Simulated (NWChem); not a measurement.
# [AlH4]− (SMILES [AlH4-]) at 6 levels

Aim: a comparison of 6 runs (HF/3-21G, B3LYP/6-31G*, wB97X/6-31G**, CAM-B3LYP/pcseg-2, MP2/6-31G*) of [AlH4]−. 

Program for the calculation: NWChem 7.3.0.

### Step 1. The structure to begin with

The species is [AlH4]− (5 atoms), meant as a singlet with charge -1. SMILES: `[AlH4-]`. The shape comes from GFN2-xTB, which is rough for such elements, and wasn't checked as a minimum.

Bond lengths: Al1–H2 1.628 Å, Al1–H3 1.628 Å, Al1–H4 1.628 Å, Al1–H5 1.627 Å. Angles: H2–Al1–H3 109.4°, H2–Al1–H4 109.5°, H2–Al1–H5 109.4°, H3–Al1–H4 109.5°, H3–Al1–H5 109.4°, H4–Al1–H5 109.6°.

### Step 2. Energy and forces at HF/3-21G (run 1)

run.py reads:

```python
from ase import Atoms
from ase.calculators.nwchem import NWChem

atoms = Atoms(['Al', 'H', 'H', 'H', 'H'], positions=[
    [-0.000020, 0.000060, -0.001080],
    [1.443510, -0.504270, 0.556410],
    [-1.182970, -0.604500, 0.939130],
    [-0.203840, -0.517130, -1.530710],
    [-0.056670, 1.625850, 0.036250],
])

calc = NWChem(
    label='alh4',
    theory='scf',
    memory='2200 mb',
    basis='3-21G',
    basispar='spherical bse',
    charge=-1,
    scf={'nopen': '0', 'rhf': None, 'thresh': '1e-08', 'maxiter': '80'},
)
atoms.calc = calc

forces = atoms.get_forces()
print("Total energy (eV):", round(atoms.get_potential_energy(), 6))
print("forces (eV/A):")
for s, f in zip(atoms.symbols, forces):
    print(f"{s:2s} {f[0]:10.5f} {f[1]:10.5f} {f[2]:10.5f}")
print("dipole (e A):", atoms.get_dipole_moment().round(4))
```

Run with:

```
$ export ASE_NWCHEM_COMMAND="nwchem PREFIX.nwi > PREFIX.nwo"
$ python run.py
```

Standard output:

```text
Total energy (eV): -6608.999775
forces (eV/A):
Al    0.00046   -0.00350    0.01008
H     0.40464   -0.14167    0.15067
H    -0.33306   -0.16974    0.25942
H    -0.05574   -0.14275   -0.42593
H    -0.01635    0.45766    0.00576
dipole (e A): [-0.      0.0001 -0.0015]
```

The calculator wrote alh4.nwi:

```
title "alh4"

permanent_dir alh4

scratch_dir alh4

start alh4

geometry units angstrom nocenter noautosym noautoz
  Al -2.0000000000000002e-05 6.0000000000000002e-05 -1.0800000000000000e-03
  H  1.4435100000000001e+00 -5.0427000000000000e-01 5.5640999999999996e-01
  H  -1.1829700000000001e+00 -6.0450000000000004e-01 9.3913000000000002e-01
  H  -2.0383999999999999e-01 -5.1712999999999998e-01 -1.5307100000000000e+00
  H  -5.6669999999999998e-02 1.6258500000000000e+00 3.6249999999999998e-02
end

charge -1

memory 2200 mb

basis spherical bse noprint
   * library 3-21G
end

scf
  nopen 0
  rhf
  thresh 1e-08
  maxiter 80
end

task scf gradient
```

alh4.nwo, shortened:

```text
[...]
      One-electron energy =   -377.886659197496
[... 1 line left out ...]
 Nuclear repulsion energy =     18.102885669631
[... 27 lines left out ...]
                       ROHF Final Molecular Orbital Analysis
[... 170 lines left out ...]
     1   1 0 0     -0.000071      0.000000     -0.000435
[...]
  wavefunction    =   RHF
                         RHF ENERGY GRADIENTS
    atom               coordinates                        gradient
                 x          y          z           x          y          z
   1 Al     -0.000038   0.000113  -0.002041   -0.000009   0.000068  -0.000196
   2 H       2.727838  -0.952932   1.051462   -0.007869   0.002755  -0.002930
   3 H      -2.235489  -1.142339   1.774698    0.006477   0.003301  -0.005045
   4 H      -0.385202  -0.977234  -2.892622    0.001084   0.002776   0.008283
   5 H      -0.107091   3.072411   0.068503    0.000318  -0.008900  -0.000112
[...]
```

Wall time 1.1 s (1 thread of Intel Xeon 6975P-C (Granite Rapids), shared host); peak memory 0.097 GiB.

### Step 3. Energy and forces at B3LYP/6-31G(d) (spherical functions) (run 2)

alh4.nw reads:

```
start alh4
title "AlH4"
memory stack 880 mb heap 220 mb global 1100 mb
charge -1

geometry noautosym nocenter noautoz
 Al   -0.000020    0.000060   -0.001080
 H     1.443510   -0.504270    0.556410
 H    -1.182970   -0.604500    0.939130
 H    -0.203840   -0.517130   -1.530710
 H    -0.056670    1.625850    0.036250
end

basis spherical bse
 * library 6-31G*
end

dft
 xc b3lyp
 grid xfine
 convergence energy 1e-08
 maxiter 100
 mulliken
 noprint "final vectors analysis"
end

task dft gradient
```

Run with:

```
$ nwchem alh4.nw > alh4.out
```

Standard output:

```text
[...]
          Wavefunction type:  closed shell.
          No. of atoms     :     5
          No. of electrons :    18
[...]
          Charge           :    -1
          Spin multiplicity:     1
[...]
          AO basis - number of functions:    26
[...]
              XC Information
              --------------
                         B3LYP Method XC Potential
                     Hartree-Fock (Exact) Exchange  0.200
                        Slater Exchange Functional  0.800 local
                    Becke 1988 Exchange Functional  0.720 non-local
              Lee-Yang-Parr Correlation Functional  0.810
                  VWN I RPA Correlation Functional  0.190 local
[...]
 d= 0,ls=0.0,diis     1   -244.7591141632 -2.63D+02  4.89D-02  5.78D-01     0.6
[...]
 d= 0,ls=0.0,diis     7   -244.8492898222 -4.77D-11  4.29D-08  5.28D-13     2.8
         Total DFT energy =     -244.849289822155
      One electron energy =     -379.561354635647
           Coulomb energy =      136.949798399759
    Exchange-Corr. energy =      -20.340619255899
 Nuclear repulsion energy =       18.102885669632
[...]
      Total Density - Mulliken Population Analysis
     ---------------------------------------------
    Atom       Charge   Shell Charges
 -----------   ------   -------------------------------------------------------
    1 Al  13    13.14   2.00  2.00  5.96  0.75  1.29  0.34  0.67  0.14
    2 H    1     1.21   0.49  0.72
    3 H    1     1.21   0.49  0.72
    4 H    1     1.21   0.49  0.72
    5 H    1     1.21   0.49  0.72
[...]
  wavefunction    = closed shell
                         DFT ENERGY GRADIENTS
    atom               coordinates                        gradient
                 x          y          z           x          y          z
   1 Al     -0.000038   0.000113  -0.002041   -0.000009   0.000063  -0.000175
   2 H       2.727838  -0.952932   1.051462   -0.004201   0.001472  -0.001531
   3 H      -2.235489  -1.142339   1.774698    0.003467   0.001764  -0.002669
   4 H      -0.385202  -0.977234  -2.892622    0.000570   0.001469   0.004407
   5 H      -0.107091   3.072411   0.068503    0.000173  -0.004768  -0.000032
[...]
```

Run time: 4.2 s. Hardware: 1 thread of Intel Xeon 6975P-C (Granite Rapids), shared host; peak memory 0.12 GiB.

Run 3 isn't shown in full; the table further down has it.

### Step 4. Energy and forces at wB97X/6-31G(d,p) (spherical functions) (run 4)

nw.nw reads:

```
start nw
title "AlH4"
memory 2200 mb
charge -1
geometry units angstrom noautosym nocenter noautoz
Al      -0.000020       0.000060      -0.001080
H        1.443510      -0.504270       0.556410
H       -1.182970      -0.604500       0.939130
H       -0.203840      -0.517130      -1.530710
H       -0.056670       1.625850       0.036250
end
basis spherical bse
* library 6-31G**
end
dft
xc wb97x
grid xfine
convergence energy 1e-08
iterations 100
mulliken
noprint "final vectors analysis"
end
task dft gradient
```

Run with:

```
$ nwchem nw.nw > nw.out
```

Standard output:

```text
[...]
          Wavefunction type:  closed shell.
          No. of atoms     :     5
          No. of electrons :    18
[...]
          Charge           :    -1
          Spin multiplicity:     1
[...]
          AO basis - number of functions:    38
[...]
              XC Information
              --------------
                       wb97x  Method XC Functional
                     Hartree-Fock (Exact) Exchange  1.000
                         wb97x Exchange Functional  1.000
                      wb97x Correlation Functional  1.000
[...]
 d= 0,ls=0.0,diis     1   -244.7241099457 -2.63D+02  2.45D-02  6.08D-01     1.3
[...]
 d= 0,ls=0.0,diis     7   -244.8143811302 -7.06D-10  1.61D-07  5.62D-12     8.1
         Total DFT energy =     -244.814381130177
      One electron energy =     -379.541733503559
           Coulomb energy =      136.926895219093
    Exchange-Corr. energy =      -20.302428515342
 Nuclear repulsion energy =       18.102885669632
[...]
      Total Density - Mulliken Population Analysis
     ---------------------------------------------
    Atom       Charge   Shell Charges
 -----------   ------   -------------------------------------------------------
    1 Al  13    13.03   2.00  2.00  5.97  0.68  1.28  0.36  0.61  0.14
    2 H    1     1.24   0.48  0.76  0.00
    3 H    1     1.24   0.48  0.76  0.00
    4 H    1     1.24   0.48  0.76  0.00
    5 H    1     1.24   0.48  0.76  0.00
[...]
  wavefunction    = closed shell
[...]
                         DFT ENERGY GRADIENTS
    atom               coordinates                        gradient
                 x          y          z           x          y          z
   1 Al     -0.000038   0.000113  -0.002041   -0.000009   0.000064  -0.000180
   2 H       2.727838  -0.952932   1.051462   -0.004215   0.001477  -0.001533
   3 H      -2.235489  -1.142339   1.774698    0.003479   0.001770  -0.002676
   4 H      -0.385202  -0.977234  -2.892622    0.000571   0.001473   0.004419
   5 H      -0.107091   3.072411   0.068503    0.000174  -0.004783  -0.000030
[...]
```

Wall time 11 s (1 thread of Intel Xeon 6975P-C (Granite Rapids), shared host); peak memory 0.12 GiB.

Run 5 isn't shown in full; the table further down has it.

### Step 5. Energy and gradient at MP2/6-31G(d) (spherical functions) (run 6)

work.nw reads:

```
start work
memory total 2200 mb
charge -1

geometry units angstrom noautosym nocenter noautoz
   Al   -0.000020    0.000060   -0.001080
   H     1.443510   -0.504270    0.556410
   H    -1.182970   -0.604500    0.939130
   H    -0.203840   -0.517130   -1.530710
   H    -0.056670    1.625850    0.036250
end

basis spherical bse
   * library 6-31G*
end

scf
   singlet
   rhf
   thresh 1e-08
   maxiter 80
end

mp2
   freeze core 5
   tight
end

task mp2 gradient
```

Run with:

```
$ nwchem work.nw > work.out
```

Standard output:

```text
[...]
  functions       =    26
[...]
  wavefunction    = RHF
[...]
         Total SCF energy =   -244.211912090440
      One-electron energy =   -379.517439116322
      Two-electron energy =    117.202641356251
 Nuclear repulsion energy =     18.102885669632
        Time for solution =      0.6s
[...]
          Total MP2 energy          -244.280572955089
[...]
                         mp2 ENERGY GRADIENTS
    atom               coordinates                        gradient
                 x          y          z           x          y          z
   1 Al     -0.000038   0.000113  -0.002041   -0.000009   0.000066  -0.000193
   2 H       2.727838  -0.952932   1.051462   -0.004858   0.001702  -0.001775
   3 H      -2.235489  -1.142339   1.774698    0.004006   0.002039  -0.003090
   4 H      -0.385202  -0.977234  -2.892622    0.000661   0.001701   0.005099
   5 H      -0.107091   3.072411   0.068503    0.000199  -0.005508  -0.000041
[...]
```

Run time: 2.3 s. Hardware: 1 thread of Intel Xeon 6975P-C (Granite Rapids), shared host; peak memory 0.1 GiB.

### Step 6. All runs side by side

```csv
run,level,iteration cap,module,energy (Eh),HOMO energy (eV),LUMO energy (eV),HOMO–LUMO gap (eV),wall time
1,HF/3-21G,80,scf,-242.876264,-5.07,9.77,14.84,1.1 s
2,B3LYP/6-31G* (spherical functions),100,dft,-244.849290,–,–,–,4.2 s
3,B3LYP/6-31G* (Cartesian functions),100,dft,-244.850714,-1.86,6.61,8.47,4.2 s
4,wB97X/6-31G** (spherical functions),100,dft,-244.814381,–,–,–,11 s
5,CAM-B3LYP/pcseg-2,100,dft,-244.863341,-3.73,6.01,9.74,29 s
6,MP2/6-31G* (spherical functions),80,mp2,-244.280573,-5.14,9.07,14.22,2.3 s
```

### Step 7. Outcome

```
                                                    quantity          value
                                         run 6: total energy  -244.28057 Eh
                  run 6: HOMO energy (Hartree–Fock orbitals)       -5.14 eV
                  run 6: LUMO energy (Hartree–Fock orbitals)        9.07 eV
run 6: HOMO–LUMO gap (to an unbound level, set by the basis)       14.22 eV
          run 6: correlation energy (5 core orbitals frozen)      -68.7 mEh
                             run 6: largest force on an atom     0.283 eV/Å
```

**Reading.** Over runs 1, 3, 5 the HOMO–LUMO gap runs from 8.47 eV (B3LYP/6-31G*) to 14.84 eV (HF/3-21G). The two ends differ in method and basis. The empty levels of an anion lie above zero and hang on the basis. Totals of different functionals can't be ranked against each other. All runs together took 52 s, the longest 29 s.
